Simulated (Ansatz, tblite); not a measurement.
# The cluster MgBr₂: a ladder of methods and basis sets

One table from this session's results is given with a row withheld; the runs are named, their logs left out.

Method: as each input shows; program: Ansatz 0.2.0, Gaussian basis.

Levels to be run: GFN1-xTB, GFN2-xTB, PBE-D4/def2-TZVP, r2SCAN-D4/def2-TZVP, B2PLYP/def2-TZVP, HSE06-D4/def2-TZVP, BHLYP-D4/def2-TZVP, LDA/def2-TZVP, ωB97M-V/def2-TZVP, PBE-D4/def2-SVP, PBE0-D4/def2-SVP, HF/6-31G, B3LYP-D4/6-31G, PBE0-D4/def2-TZVPD, PBE-D4/def2-TZVPD, r2SCAN-D4/def2-TZVPD, CCSD(T)/def2-TZVPP, MP2/def2-TZVP, RPA/def2-TZVP.

1 further run of the same task is left out (set aside as unsound or not needed). Runs told in other sessions of the task aren't counted.

### The relaxed structure

The geometry is that of the singlet, from an earlier relaxation (PBE-D4/def2-TZVP). At that level it is the lowest of the isomers that a small search found.

3 atoms, charge 0, spin multiplicity 1.

Bond lengths: Mg1–Br2 2.335 Å, Mg1–Br3 2.335 Å. Angles: Br2–Mg1–Br3 179.3°.

PBE0-D4/def2-TZVP was run before; its log isn't repeated, and its numbers join the tables.

Set-up of the first run:

Tight binding, by tblite at 300 K electronic temperature and without a spin-polarisation term:

```python
tblite.interface.Calculator('GFN1-xTB', numbers, positions, charge=0, uhf=0).singlepoint()
```

Tight binding, by tblite at 300 K electronic temperature and without a spin-polarisation term:

```python
tblite.interface.Calculator('GFN2-xTB', numbers, positions, charge=0, uhf=0).singlepoint()
```

start.molden holds the orbitals of an earlier run on this state, given as this run's starting guess.

The input, in.yaml:

```yaml
crystal:
  periodic: [false, false, false]
  atoms:
    - {symbol: Mg, position_ang: [0.002770, -0.006138, 0.006158]}
    - {symbol: Br, position_ang: [-2.140406, -0.021249, 0.932430]}
    - {symbol: Br, position_ang: [2.137636, 0.027387, -0.938598]}
basis:
  gaussian: {orbitals: def2-TZVP, initial_orbitals: start.molden}
hamiltonian: {xc: pbe, dispersion: d4}
scf: {omitted_lower_state_checks: [starts]}
output: {orbitals: {seedname: orbitals}}
```

Launch:

```bash
ansatz run in.yaml --threads 4 --pin off --events-out ev --progress --plain --max-ram 3916MiB
```

Among the steps run: PBE-D4/def2-TZVP; r2SCAN-D4/def2-TZVP; B2PLYP/def2-TZVP; HSE06-D4/def2-TZVP; BHLYP-D4/def2-TZVP; LDA/def2-TZVP; ωB97M-V/def2-TZVP; PBE-D4/def2-SVP; PBE0-D4/def2-SVP; HF/6-31G; B3LYP-D4/6-31G; PBE0-D4/def2-TZVPD; PBE-D4/def2-TZVPD; r2SCAN-D4/def2-TZVPD; CCSD(T)/def2-TZVPP; MP2/def2-TZVP; RPA/def2-TZVP.

One table of the session follows, with a row left open; its other results are not shown here.

It belongs to the step «Levels side by side». 

| level | HOMO (eV) | LUMO (eV) | gap (eV) |
| --- | --- | --- | --- |
| HF/6-31G | -11.34 | 0.11 | 11.46 |
| LDA/def2-TZVP | -7.37 | -2.90 | 4.47 |
| PBE-D4/def2-SVP | -7.06 | -2.50 | 4.56 |
| PBE-D4/def2-TZVP | -7.20 | -2.62 | 4.58 |
| PBE-D4/def2-TZVPD | -7.22 | -2.65 | 4.57 |
| r2SCAN-D4/def2-TZVP | -7.53 | -2.17 | 5.35 |
| r2SCAN-D4/def2-TZVPD | -7.53 | -2.18 | 5.35 |
| B3LYP-D4/6-31G | ? | ? | ? |
| PBE0-D4/def2-SVP | -8.37 | -1.83 | 6.54 |
| PBE0-D4/def2-TZVP | -8.46 | -1.91 | 6.55 |
| PBE0-D4/def2-TZVPD | -8.47 | -1.94 | 6.53 |
| HSE06-D4/def2-TZVP | -8.06 | -2.27 | 5.79 |
| BHLYP-D4/def2-TZVP | -9.54 | -1.31 | 8.24 |
| ωB97M-V/def2-TZVP | -10.67 | -0.47 | 10.19 |

Estimate the missing values for B3LYP-D4/6-31G.

As computed: HOMO (eV): -8.16; LUMO (eV): -2.52; gap (eV): 5.65. In the column «HOMO (eV)» it lies between PBE0-D4/def2-SVP (-8.37) and HSE06-D4/def2-TZVP (-8.06).
